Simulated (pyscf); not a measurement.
PySCF, gas phase, ωB97X-D3(BJ)/def2-SVP geometries.

Q: For HO–Ti(Cl)(Cl)–Cl (SMILES [OH][Ti]([Cl])([Cl])[Cl]) + H₂O (SMILES O) → HO–Ti(OH)(Cl)–Cl (SMILES [OH][Ti]([OH])([Cl])[Cl]) + HCl (SMILES Cl), a four-centre exchange (singlet surface; Cl–Ti, H–O broken, O–Ti, Cl–H formed), PBE/def2-TZVP gives ΔE‡ = 7.8 kcal/mol and ΔE = +4.6 kcal/mol (zero: the separated reactants). In which direction and how far do r²SCAN/def2-TZVP, PBE0-D3(BJ)/def2-TZVP, ωB97M-D3(BJ)/def2-TZVP move these?

A: r²SCAN: ΔE‡ = 7.0 kcal/mol, ΔE = +4.6 kcal/mol; PBE0-D3(BJ): ΔE‡ = 8.1 kcal/mol, ΔE = +5.1 kcal/mol; ωB97M-D3(BJ): ΔE‡ = 9.7 kcal/mol, ΔE = +3.2 kcal/mol. PBE's barrier lies among them. Its reaction energy lies among theirs. On the reactant side the descent ends in an adduct with a O–Ti contact (not fully relaxed), 10.2 kcal/mol under the separated species and 19.5 kcal/mol under the saddle at ωB97X-D3(BJ)/def2-TZVP. On the product side the descent ends in a complex, 6.2 kcal/mol under the separated species and 9.8 kcal/mol under the saddle at ωB97X-D3(BJ)/def2-TZVP. What is counted as formed (O–Ti) is already present as a longer contact in the reactant adduct; forming that adduct is a step of its own. One saddle was located; it need not be the lowest between these sides.
